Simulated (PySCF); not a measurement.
## Simulated absorption spectrum

Compound: cyclopropylmethylamine, C4H9N.
Z-matrix (Å and degrees, PBE0-D3(BJ)/def2-SVP geometry), rows numbered from 1:
```
N 
C   1  1.4484
C   2  1.5047  1  110.59
C   3  1.4968  2  120.57  1   156.62
C   4  1.5011  3   60.19  2  -108.98
H   1  1.0185  2  109.88  3   -61.91
H   1  1.0172  2  110.94  3  -179.70
H   2  1.1042  1  108.33  3  -119.48
H   2  1.1139  1  114.75  3   122.43
H   3  1.0953  2  113.47  1   -57.23
H   4  1.0943  3  117.82  5   107.71
H   4  1.0929  3  118.43  5  -108.37
H   5  1.0949  3  117.71  4  -107.29
H   5  1.0930  3  118.66  4   108.24
```

Theory: PySCF 2.14.0, density-fitted response routines, TDDFT CAM-B3LYP/def2-SVPD, vertical, gas phase, core orbitals frozen in the response.

Computed states:

```tsv
state	E (eV)	f
S1	6.39	0.011
S2	7.45	0.017
S3	7.74	0.013
S4	7.83	0.047
S5	8.10	0.011
S6	8.31	0.0045
S7	8.40	0.010
S8	8.53	0.036
S9	8.64	0.0008
S10	8.67	0.024
```

Broadening: Gaussians 0.3 eV wide at half height, area fixed by f = 4.319×10⁻⁹ ∫ε dν̃. The width is an assumption, not a result. The curve ends short of the highest state used, and states not computed would add to its high-energy end.

Question: What does the envelope look like, and where are its maxima?

Answer: 
```csv
λ (nm),ε (L mol⁻¹ cm⁻¹)
153.6,1842
155.2,2848
156.7,4267
158.3,5247
159.9,4764
161.5,3336
163.1,2182
164.6,1783
166.2,1688
167.8,1430
169.4,949
171.0,480
172.5,199
174.1,61
175.7,15
177.3,3
178.8,1
180.4,1
182.0,4
183.6,16
185.2,52
186.7,133
188.3,291
189.9,520
191.5,764
193.0,926
194.6,959
196.2,839
197.8,625
199.4,400
200.9,231
202.5,112
204.1,48
205.7,18
207.3,6
208.8,2
```

Maxima: 194 nm (6.39 eV), ε about 970, made up of S1 (100%); 159 nm (7.82 eV), ε about 5300, made up of S3 (19%) and S4 (79%) (ε in L mol⁻¹ cm⁻¹; maxima over ε = 5, shares over 10%).

Question: Coming from long wavelengths, where does ε first pass 100 L mol⁻¹ cm⁻¹?

Answer: At about 203 nm (6.12 eV), 0.27 eV below S1.

Question: On this curve, what absorbance would a 10⁻³ mol/L sample give at 193 nm over a 1 cm path?

Answer: 193 nm is 6.424 eV, where ε is about 930 L mol⁻¹ cm⁻¹, so A = ε c l ≈ 0.93 (Beer–Lambert, with the gas-phase spectrum and the assumed width).

Question: What would ε be at 7.82 eV, the highest of these maxima, with half the width (0.15 eV)?

Answer: About 9400 L mol⁻¹ cm⁻¹ against 5270, a factor of about 1.8; a lone state at its own centre would give exactly 2.

The vertical ionisation energy (ΔSCF) is 9.42 eV, 0.74 eV above S10.

One conformer stands for the species.
